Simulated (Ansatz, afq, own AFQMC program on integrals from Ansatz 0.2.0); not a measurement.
**CHB (triplet): AFQMC on the coupled-cluster ladder, cc-pVDZ**

How near does AFQMC come to the top of the ladder for CHB (triplet)?

Method: cc-pVDZ, frozen cores; program: Ansatz 0.2.0, Gaussian basis, and an in-house AFQMC program (afq) on its integrals; all values are calculated.

Plan: PBE (unrestricted); r2SCAN (unrestricted); PBE0 (unrestricted); B3LYP (unrestricted); wB97M-V (unrestricted); B2PLYP (unrestricted); CCSD(T) on ROHF; CCSDT(Q) on ROHF; Phaseless AFQMC, CISD trial on ROHF; Phaseless AFQMC, single-determinant trial on ROHF; Free-projection AFQMC, CISD trial on ROHF; Free-projection AFQMC, CISD trial on ROHF; CCSD(T) on UHF; CCSDT(Q) on UHF; Phaseless AFQMC, CISD trial on UHF; Phaseless AFQMC, single-determinant trial on UHF; Free-projection AFQMC, CISD trial on UHF.

5 further runs of the same task are left out: 5 that didn't finish.

**1. The geometry**

The geometry is a PBE0/def2-TZVP stationary point (not a proven minimum) of the parent state, kept for this charge and spin.

3 atoms, charge 0, spin multiplicity 3.

Atoms are counted from 1 here; the program's logs count them from 0.

Bond lengths: B1–C2 1.464 Å, B1–H3 1.177 Å. Angles: C2–B1–H3 180.0°.

**2. PBE (unrestricted)**

in.yaml

```yaml
crystal:
  periodic: [false, false, false]
  atoms:
    - {symbol: B, position_ang: [0.000000, 0.000000, 0.095674]}
    - {symbol: C, position_ang: [0.000000, 0.000000, -1.368483]}
    - {symbol: H, position_ang: [0.000000, 0.000000, 1.272810]}
basis:
  gaussian: {orbitals: cc-pVDZ}
magnetization: {spin_polarized: true, initial_magnetization: 2}
hamiltonian: {xc: {name: PBE}}
output: {orbitals: {seedname: orbitals}}
```

Command:

```
ansatz run in.yaml --threads 1 --pin off --events-out ev --progress --plain --max-ram 1843MiB
```

Log:

```text
Functional definition: PBE
  name "PBE"
  cite "Perdew, Burke & Ernzerhof, Phys. Rev. Lett. 77, 3865 (1996) doi:10.1103/PhysRevLett.77.3865"
  parent pbe
  parameter kappa = 0.804
  parameter beta = 0.06672455060314922
  exchange = pbe_x(kappa = kappa, mu = beta*pi^2/3)
  correlation = pbe_c(beta = beta)
392 factors; their error is unknown
mean field evaluation 1: about -1718.8620 eV, gradient 1.6e1 eV
mean field evaluation 2: about -1706.6481 eV, gradient 4.1e1 eV
mean field evaluation 4: about -1720.6334 eV, gradient 1.2e0 eV
mean field evaluation 8: about -1720.6486 eV, gradient 3.4e-2 eV
mean field evaluation 16: about -1720.6308 eV, gradient 1.6e-5 eV
mean field evaluation 32: about -1720.1515 eV, gradient 2.5e-2 eV
mean field -1720.63077261 eV, -63.2320146080 hartree, gradient 6.1e-6 eV, S^2 2.005638; 5 other end points of the search recorded, 0 dependent functions left out
reference -1720.63079809 eV, -63.2320155445 hartree; 7, 5 occupied and 26, 28 virtual orbitals, 392 factors
Total energy: -1720.63079809 eV, -63.2320155445 hartree
```

Run time: 1.6 s. Hardware: 1 thread of Arm Neoverse V1, shared host; peak memory 0.25 GiB.

From the report: ⟨S²⟩ of the determinant 2.006 (pure triplet: 2.00).

**3. r2SCAN (unrestricted)**

Edit in.yaml of step 2 so:

```diff
@@ -9,3 +9,2 @@
 magnetization: {spin_polarized: true, initial_magnetization: 2}
-hamiltonian: {xc: {name: PBE}}
-output: {orbitals: {seedname: orbitals}}
+hamiltonian: {xc: {name: r2SCAN}}
```

Same command.

Log:

```text
Functional definition: r2SCAN
  name "r2SCAN"
  cite "Furness, Kaplan, Ning, Perdew & Sun, J. Phys. Chem. Lett. 11, 8208 (2020) doi:10.1021/acs.jpclett.0c02405"
  cite "Furness, Kaplan, Ning, Perdew & Sun, J. Phys. Chem. Lett. 11, 9248 (2020) doi:10.1021/acs.jpclett.0c03077"
  parent r2scan
  parameter k0 = 0.174
  parameter k1 = 0.065
  parameter a1 = 4.9479
  exchange = r2scan_x(k0 = k0, k1 = k1, a1 = a1)
  correlation = r2scan_c
392 factors; their error is unknown
mean field evaluation 1: about -1720.8391 eV, gradient 1.4e1 eV
mean field evaluation 2: about -1711.6031 eV, gradient 3.7e1 eV
mean field evaluation 4: about -1722.1650 eV, gradient 1.3e0 eV
mean field evaluation 8: about -1722.1694 eV, gradient 7.2e-2 eV
mean field evaluation 16: about -1722.1695 eV, gradient 9.3e-6 eV
mean field evaluation 32: about -1721.7873 eV, gradient 1.2e-1 eV
mean field -1722.16946472 eV, -63.2885605000 hartree, gradient 9.5e-6 eV, S^2 2.011371; 5 other end points of the search recorded, 0 dependent functions left out
reference -1722.16947298 eV, -63.2885608038 hartree; 7, 5 occupied and 26, 28 virtual orbitals, 392 factors
Total energy: -1722.16947298 eV, -63.2885608038 hartree
```

It took 4.7 s on 1 thread of Arm Neoverse V1, shared host; peak memory 0.25 GiB.

From the report: ⟨S²⟩ of the determinant 2.011 (pure triplet: 2.00).

**4. PBE0 (unrestricted)**

Edit in.yaml of step 3 so:

```diff
@@ -9,2 +9,3 @@
 magnetization: {spin_polarized: true, initial_magnetization: 2}
-hamiltonian: {xc: {name: r2SCAN}}
+hamiltonian: {xc: {name: PBE0}}
+output: {orbitals: {seedname: orbitals}}
```

The command is unchanged.

Log:

```text
Functional definition: PBE0
  name "PBE0"
  cite "Adamo & Barone, J. Chem. Phys. 110, 6158 (1999) doi:10.1063/1.478522"
  cite "Perdew, Burke & Ernzerhof, Phys. Rev. Lett. 77, 3865 (1996) doi:10.1103/PhysRevLett.77.3865"
  parent pbe
  parameter a = 0.25
  parameter kappa = 0.804
  parameter beta = 0.06672455060314922
  exchange = (1 - a)*pbe_x(kappa = kappa, mu = beta*pi^2/3) + a*exact_x
  correlation = pbe_c(beta = beta)
308 factors; integrals over basis functions are off by at most 1.4e-3 eV
mean field evaluation 1: about -1719.8923 eV, gradient 1.3e1 eV
mean field evaluation 2: about -1719.3290 eV, gradient 1.6e1 eV
mean field evaluation 4: about -1720.9506 eV, gradient 4.0e-1 eV
mean field evaluation 8: about -1720.9512 eV, gradient 2.1e-3 eV
mean field evaluation 16: about -1720.9134 eV, gradient 1.7e0 eV
mean field -1720.95119416 eV, -63.2437898826 hartree, gradient 2.0e-5 eV, S^2 2.005722; 1 other end points of the search recorded, 0 dependent functions left out
reference -1720.95121337 eV, -63.2437905887 hartree; 7, 5 occupied and 26, 28 virtual orbitals, 308 factors
Total energy: -1720.95121337 eV, -63.2437905887 hartree
```

It took 0.57 s on 1 thread of Arm Neoverse V1, shared host; peak memory 0.25 GiB.

From the report: ⟨S²⟩ of the determinant 2.006 (pure triplet: 2.00).

**5. B3LYP (unrestricted)**

Edit in.yaml of step 4 so:

```diff
@@ -9,3 +9,2 @@
 magnetization: {spin_polarized: true, initial_magnetization: 2}
-hamiltonian: {xc: {name: PBE0}}
-output: {orbitals: {seedname: orbitals}}
+hamiltonian: {xc: {name: B3LYP}}
```

The command is unchanged.

Log (excerpt; [...] marks lines left out):

```text
Functional definition: B3LYP
  name "B3LYP"
  cite "Stephens, Devlin, Chabalowski & Frisch, J. Phys. Chem. 98, 11623 (1994) doi:10.1021/j100096a001"
  cite "Becke, Phys. Rev. A 38, 3098 (1988) doi:10.1103/PhysRevA.38.3098"
  cite "Lee, Yang & Parr, Phys. Rev. B 37, 785 (1988) doi:10.1103/PhysRevB.37.785"
  cite "Vosko, Wilk & Nusair, Can. J. Phys. 58, 1200 (1980) doi:10.1139/p80-159"
[...]
308 factors; integrals over basis functions are off by at most 1.4e-3 eV
[...]
mean field -1723.49889708 eV, -63.3374162382 hartree, gradient 1.5e-5 eV, S^2 2.004062; 1 other end points of the search recorded, 0 dependent functions left out
reference -1723.49906191 eV, -63.3374222957 hartree; 7, 5 occupied and 26, 28 virtual orbitals, 308 factors
Total energy: -1723.49906191 eV, -63.3374222957 hartree
```

Wall time 0.63 s (1 thread of Arm Neoverse V1, shared host); peak memory 0.25 GiB.

From the report: ⟨S²⟩ of the determinant 2.004 (pure triplet: 2.00).

**6. wB97M-V (unrestricted)**

Edit in.yaml of step 5 so:

```diff
@@ -9,2 +9,3 @@
 magnetization: {spin_polarized: true, initial_magnetization: 2}
-hamiltonian: {xc: {name: B3LYP}}
+hamiltonian: {xc: {name: wB97M-V}}
+output: {orbitals: {seedname: orbitals}}
```

Same command.

Log (excerpt; [...] marks lines left out):

```text
Functional definition: wB97M-V
  name "wB97M-V"
  cite "Mardirossian & Head-Gordon, J. Chem. Phys. 144, 214110 (2016) doi:10.1063/1.4952647"
  cite "Becke, J. Chem. Phys. 107, 8554 (1997) doi:10.1063/1.475007"
  cite "Vydrov & Van Voorhis, J. Chem. Phys. 133, 244103 (2010) doi:10.1063/1.3521275"
  # Of w^i u^j: cxij and so on, Table III.
[...]
  gx(w, u) = 1 - cx + cx01*u + cx10*w
  gss(w, u) = css00 + css04*u^4 + css10*w + css20*w^2 + css43*w^4*u^3
  gos(w, u) = cos00 + cos10*w + (cos20 + cos21*u)*w^2 + (cos60 + cos61*u)*w^6
[...]
      + integral(e_c_pw_mod_opposite_spin*gos(b97_w_opposite, b97_u_opposite)) + vv10(b, c)
308 factors; integrals over basis functions are off by at most 1.4e-3 eV
105 factors; integrals over basis functions are off by at most 2.3e-5 eV
[...]
mean field -1722.60750208 eV, -63.3046580762 hartree, gradient 2.1e-5 eV, S^2 2.002483; 1 other end points of the search recorded, 0 dependent functions left out
reference -1722.60752971 eV, -63.3046590915 hartree; 7, 5 occupied and 26, 28 virtual orbitals, 308 factors
Total energy: -1722.60752971 eV, -63.3046590915 hartree
```

It took 2.1 s on 1 thread of Arm Neoverse V1, shared host; peak memory 0.25 GiB.

From the report: ⟨S²⟩ of the determinant 2.002 (pure triplet: 2.00).

**7. B2PLYP (unrestricted)**

Edit in.yaml of step 6 so:

```diff
@@ -9,3 +9,3 @@
 magnetization: {spin_polarized: true, initial_magnetization: 2}
-hamiltonian: {xc: {name: wB97M-V}}
-output: {orbitals: {seedname: orbitals}}
+hamiltonian: {xc: {name: B2PLYP}}
+correlation: {electrons: outside_noble_gas}
```

Launched as before.

Log (excerpt; [...] marks lines left out):

```text
Functional definition: B2PLYP
  name "B2PLYP"
  cite "Grimme, J. Chem. Phys. 124, 034108 (2006) doi:10.1063/1.2148954"
  cite "Becke, Phys. Rev. A 38, 3098 (1988) doi:10.1103/PhysRevA.38.3098"
  cite "Lee, Yang & Parr, Phys. Rev. B 37, 785 (1988) doi:10.1103/PhysRevB.37.785"
[...]
308 factors; integrals over basis functions are off by at most 1.4e-3 eV
[...]
mean field -1719.97815859 eV, -63.2080314850 hartree, gradient 6.6e-6 eV, S^2 2.005311; 2 other end points of the search recorded, 0 dependent functions left out
2 core orbitals not correlated: weight in the atoms' cores, before any rotation towards them, 1.000 or more for the frozen orbitals, at most 0.000 for the correlated occupied ones
reference -1719.97826319 eV, -63.2080353291 hartree; 5, 3 occupied and 26, 28 virtual orbitals, 308 factors
second order -5.02788566 eV of doubles, -0.00000000 eV of singles
Total energy: -1721.33579232 eV, -63.2579236044 hartree
```

Run time: 0.82 s. Hardware: 1 thread of Arm Neoverse V1, shared host; peak memory 0.25 GiB.

From the report: ⟨S²⟩ of the determinant 2.005 (pure triplet: 2.00).

**8. CCSD(T) on ROHF**

Edit in.yaml of step 7 so:

```diff
@@ -8,4 +8,3 @@
   gaussian: {orbitals: cc-pVDZ}
-magnetization: {spin_polarized: true, initial_magnetization: 2}
-hamiltonian: {xc: {name: B2PLYP}}
-correlation: {electrons: outside_noble_gas}
+magnetization: {spin_polarized: false, initial_magnetization: 2}
+correlation: {method: ccsd_t, electrons: outside_noble_gas, hamiltonian_folder: ham}
```

Same command.

Log (excerpt; [...] marks lines left out):

```text
Functional definition: HF
  name "HF"
  cite "Fock, Z. Phys. 61, 126 (1930) doi:10.1007/BF01340294"
  parent pbe
[...]
308 factors; integrals over basis functions are off by at most 1.4e-3 eV
[...]
mean field -1713.06685794 eV, -62.9540458708 hartree, gradient 1.9e-6 eV, S^2 2.000000; 5 other end points of the search recorded, 0 dependent functions left out
[...]
determinant -1713.06685794 eV, -62.9540458708 hartree, with singles and doubles -1717.93378133 eV, -63.1329020067 hartree
determinant -1712.35742853 eV, -62.9279748208 hartree, with singles and doubles -1717.51684635 eV, -63.1175799288 hartree
determinant -1713.06685794 eV, -62.9540458708 hartree, with singles and doubles -1717.93392631 eV, -63.1329073345 hartree
determinant -1712.35742853 eV, -62.9279748208 hartree, with singles and doubles -1717.51802622 eV, -63.1176232881 hartree
[...]
2 core orbitals not correlated: weight in the atoms' cores, before any rotation towards them, 1.000 or more for the frozen orbitals, at most 0.000 for the correlated occupied ones
reference -1713.06685794 eV, -62.9540458708 hartree; 5, 3 occupied and 26, 28 virtual orbitals, 308 factors
second order -3.98533346 eV of doubles, -0.04698560 eV of singles
cycle   1  -4.86707341 eV  change   -5.0e-6 eV  update   1.6e-6
perturbative correction -0.15742808 eV, -0.0057853753 hartree
Total energy: -1718.09135943 eV, -63.1386928950 hartree
```

Wall time 1.6 s (1 thread of Arm Neoverse V1, shared host); peak memory 0.25 GiB.

From the report: correlation -5.0245 eV; T1 0.019; largest double amplitude 0.08.

This run also writes the integrals to the folder ham.

**9. CCSDT(Q) on ROHF**

Edit in.yaml of step 8 so:

```diff
@@ -9,2 +9,2 @@
 magnetization: {spin_polarized: false, initial_magnetization: 2}
-correlation: {method: ccsd_t, electrons: outside_noble_gas, hamiltonian_folder: ham}
+correlation: {method: ccsdt_q, electrons: outside_noble_gas}
```

Same command.

Log (excerpt; [...] marks lines left out):

```text
Functional definition: HF
  name "HF"
  cite "Fock, Z. Phys. 61, 126 (1930) doi:10.1007/BF01340294"
  parent pbe
[...]
577 factors; integrals over basis functions are off by at most 1.7e-7 eV
[...]
mean field -1713.06686999 eV, -62.9540463138 hartree, gradient 1.9e-6 eV, S^2 2.000000; 5 other end points of the search recorded, 0 dependent functions left out
[...]
determinant -1713.06686999 eV, -62.9540463138 hartree, with singles and doubles -1717.93379330 eV, -63.1329024464 hartree
determinant -1712.35743985 eV, -62.9279752368 hartree, with singles and doubles -1717.51685421 eV, -63.1175802176 hartree
determinant -1713.06686999 eV, -62.9540463138 hartree, with singles and doubles -1717.93393831 eV, -63.1329077756 hartree
determinant -1712.35743985 eV, -62.9279752368 hartree, with singles and doubles -1717.51803349 eV, -63.1176235551 hartree
[...]
2 core orbitals not correlated: weight in the atoms' cores, before any rotation towards them, 1.000 or more for the frozen orbitals, at most 0.000 for the correlated occupied ones
reference -1713.06686999 eV, -62.9540463138 hartree; 5, 3 occupied and 26, 28 virtual orbitals, 577 factors
second order -3.98534198 eV of doubles, -0.04698547 eV of singles
cycle   1  -4.62929883 eV  change   -6.0e-1 eV  update   6.8e-2
[...]
cycle  15  -5.05910073 eV  change    3.2e-7 eV  update   5.1e-7
perturbative correction -0.01050702 eV, -0.0003861260 hartree
Total energy: -1718.13647774 eV, -63.1403509622 hartree
```

Run time: 6.5 s. Hardware: 1 thread of Arm Neoverse V1, shared host; peak memory 0.25 GiB.

From the report: correlation -5.0696 eV; T1 0.019; largest double amplitude 0.10.

**10. Phaseless AFQMC, CISD trial on ROHF**

It reads the integrals that the CCSD(T) run on this determinant wrote.

Command:

```
afq ham --method phaseless --trial cisd --walkers 60 --populations 1 --least-time 40 --time-step 0.005 --steps-per-block 50 --equilibration-blocks 28 --max-blocks 300 --target-error 0.00034 --factor-cut 1e-05 --start spin_pure --seed 7581 --release-times 0.24,0.51,0.99,1.62,2.4 --release-step 0.03 --release-every 4 --taylor-order 6
```

Log:

```text
orbitals 31  electrons 5 3  factors 227 of 308
reference energy -62.95404587 Eh
CCSD correlation -0.17886170 Eh in 10 cycles, weight of the determinant in the CISD state 0.9029
energy of the start -63.132907 Eh
 block  time / (1/Eh)  mean weight  energy / Eh
     1     0.250  0.9987  -63.131251
     2     0.500  0.9997  -63.132559
     3     0.750  0.9995  -63.132828
     4     1.000  1.0005  -63.133637
     5     1.250  1.0011  -63.133242
     6     1.500  0.9987  -63.134816
     7     1.750  1.0018  -63.136114
     8     2.000  0.9998  -63.138185
     9     2.250  1.0003  -63.138889
    10     2.500  0.9998  -63.138263
    13     3.250  0.9985  -63.134158
    19     4.750  0.9991  -63.138547
    25     6.250  0.9990  -63.148234
    31     7.750  1.0004  -63.138926
    37     9.250  0.9992  -63.136230
    43    10.750  1.0011  -63.136753
    49    12.250  1.0012  -63.137657
    55    13.750  0.9992  -63.140173
    61    15.250  0.9984  -63.136703
    67    16.750  1.0016  -63.139452
    73    18.250  0.9997  -63.135180
    79    19.750  0.9971  -63.142815
    85    21.250  0.9983  -63.137489
    91    22.750  0.9990  -63.137295
    97    24.250  1.0004  -63.138388
   103    25.750  1.0010  -63.142625
   109    27.250  0.9993  -63.142465
   115    28.750  0.9983  -63.134636
   121    30.250  0.9997  -63.140595
   127    31.750  1.0000  -63.132699
   133    33.250  1.0014  -63.138794
   139    34.750  1.0002  -63.136379
   145    36.250  1.0000  -63.136046
   151    37.750  0.9999  -63.140284
   157    39.250  1.0005  -63.139141
   163    40.750  1.0003  -63.137604
   169    42.250  1.0027  -63.139625
   175    43.750  0.9998  -63.137788
   181    45.250  1.0006  -63.138876
   187    46.750  0.9991  -63.139311
   193    48.250  1.0003  -63.139882
   199    49.750  1.0004  -63.137772
   205    51.250  1.0000  -63.141410
   211    52.750  1.0002  -63.143739
   217    54.250  0.9993  -63.137623
   223    55.750  1.0012  -63.137941
   229    57.250  0.9986  -63.134108
   235    58.750  1.0013  -63.136073
   241    60.250  1.0000  -63.140979
   247    61.750  1.0006  -63.137656
blocks merged  error / Eh  count
     1  0.000253  220
     2  0.000299  110
     4  0.000331  55
     8  0.000318  27
    16  0.000382  13
released: time / (1/Eh)  energy / Eh  error  mean overlap
  0.24  -63.138939  0.000443  1.0029
  0.51  -63.139494  0.000403  1.0125
  0.99  -63.140144  0.000416  1.0138
  1.62  -63.140095  0.000414  1.0124
  2.40  -63.139675  0.000444  1.0245
energy -63.138632 +/- 0.000331 Eh
```

It took 3.4 min on 1 thread of Arm Neoverse V1, shared host; peak memory 0.25 GiB.

Energy -1718.0897 ± 0.0090 eV. Caveats: constraint bias not in the error.

**11. Phaseless AFQMC, single-determinant trial on ROHF**

It reads the integrals that the CCSD(T) run on this determinant wrote.

Command:

```
afq ham --method phaseless --trial hf --walkers 120 --populations 1 --least-time 40 --time-step 0.005 --steps-per-block 20 --equilibration-blocks 112 --max-blocks 600 --target-error 0.00102 --factor-cut 1e-05 --start spin_pure --seed 6939 --taylor-order 6
```

Log:

```text
orbitals 31  electrons 5 3  factors 227 of 308
reference energy -62.95404587 Eh
CCSD correlation -0.17886170 Eh in 10 cycles, weight of the determinant in the CISD state 0.9029
energy of the start -62.954047 Eh
 block  time / (1/Eh)  mean weight  energy / Eh
     1     0.100  0.9998  -62.984064
     2     0.200  0.9997  -63.004081
     3     0.300  1.0018  -63.035427
     4     0.400  1.0022  -63.050650
     5     0.500  1.0017  -63.062065
     6     0.600  1.0012  -63.075037
     7     0.700  1.0002  -63.083806
     8     0.800  1.0025  -63.094705
     9     0.900  1.0007  -63.103783
    10     1.000  1.0029  -63.108582
    18     1.800  0.9989  -63.125670
    35     3.500  0.9999  -63.124760
    52     5.200  0.9989  -63.114300
    69     6.900  0.9982  -63.132639
    86     8.600  1.0002  -63.124988
   103    10.300  0.9991  -63.129826
   120    12.000  0.9984  -63.129511
   137    13.700  1.0000  -63.165033
   154    15.400  0.9985  -63.147824
   171    17.100  1.0013  -63.127949
   188    18.800  0.9988  -63.137048
   205    20.500  1.0005  -63.091014
   222    22.200  1.0004  -63.146218
   239    23.900  1.0013  -63.152668
   256    25.600  1.0014  -63.143299
   273    27.300  1.0000  -63.149672
   290    29.000  1.0008  -63.161101
   307    30.700  0.9994  -63.132905
   324    32.400  1.0003  -63.128747
   341    34.100  0.9986  -63.106437
   358    35.800  0.9999  -63.116704
   375    37.500  1.0015  -63.117713
   392    39.200  0.9986  -63.120158
   409    40.900  0.9979  -63.140653
   426    42.600  1.0004  -63.158175
   443    44.300  0.9986  -63.138547
   460    46.000  0.9995  -63.131919
   477    47.700  0.9986  -63.126951
   494    49.400  0.9995  -63.145173
   511    51.100  1.0030  -63.152349
   528    52.800  0.9981  -63.127134
   545    54.500  0.9991  -63.128025
   562    56.200  0.9999  -63.142419
   579    57.900  0.9993  -63.152039
   596    59.600  0.9996  -63.132488
   613    61.300  0.9998  -63.118754
   630    63.000  0.9987  -63.117570
   647    64.700  0.9979  -63.126479
   664    66.400  1.0007  -63.135756
   681    68.100  1.0003  -63.138995
   698    69.800  1.0000  -63.138317
blocks merged  error / Eh  count
     1  0.000699  600
     2  0.000924  300
     4  0.001210  150
     8  0.001520  75
    16  0.001710  37
    32  0.002049  18
    64  0.001222  9
energy -63.136651 +/- 0.002049 Eh
```

Run time: 3.3 min. Hardware: 1 thread of Arm Neoverse V1, shared host; peak memory 0.25 GiB.

Energy -1718.0358 ± 0.0557 eV. Caveats: constraint bias not in the error; error above the target.

**12. Free-projection AFQMC, CISD trial on ROHF**

It reads the integrals that the CCSD(T) run on this determinant wrote.

Command:

```
afq ham --method free --trial cisd --walkers 60 --time-step 0.03 --max-blocks 80 --target-error 0.00034 --factor-cut 1e-05 --seed 6975 --times 0,0.3,0.6,1.2,1.8,2.4,3.6,4.8,6 --taylor-order 8
```

Log:

```text
orbitals 31  electrons 5 3  factors 227 of 308
reference energy -62.95404587 Eh
CCSD correlation -0.17886170 Eh in 10 cycles, weight of the determinant in the CISD state 0.9029
repeat  energy at the last time / Eh  error
    10  -63.138300  0.001788
    20  -63.138449  0.001230
    30  -63.138149  0.000991
    40  -63.139003  0.000952
    50  -63.139079  0.000892
    60  -63.139277  0.000795
    70  -63.139638  0.000745
    80  -63.139808  0.000675
time / (1/Eh)  energy / Eh  error  mean overlap
  0.00  -63.133011  0.000101  1.1083
  0.30  -63.137113  0.000164  1.0978
  0.60  -63.138476  0.000155  1.1004
  1.20  -63.139459  0.000230  1.1055
  1.80  -63.139671  0.000238  1.1183
  2.40  -63.140442  0.000272  1.0945
  3.60  -63.140445  0.000371  1.1058
  4.80  -63.139590  0.000350  1.0967
  6.00  -63.139808  0.000675  1.1195
energy -63.139808 +/- 0.000675 Eh
```

It took 3.2 min on 1 thread of Arm Neoverse V1, shared host; peak memory 0.25 GiB.

Energy -1718.1217 ± 0.0184 eV. Caveats: remainder of the start not in the error; error above the target.

(Part 1 of 2 ends here.)
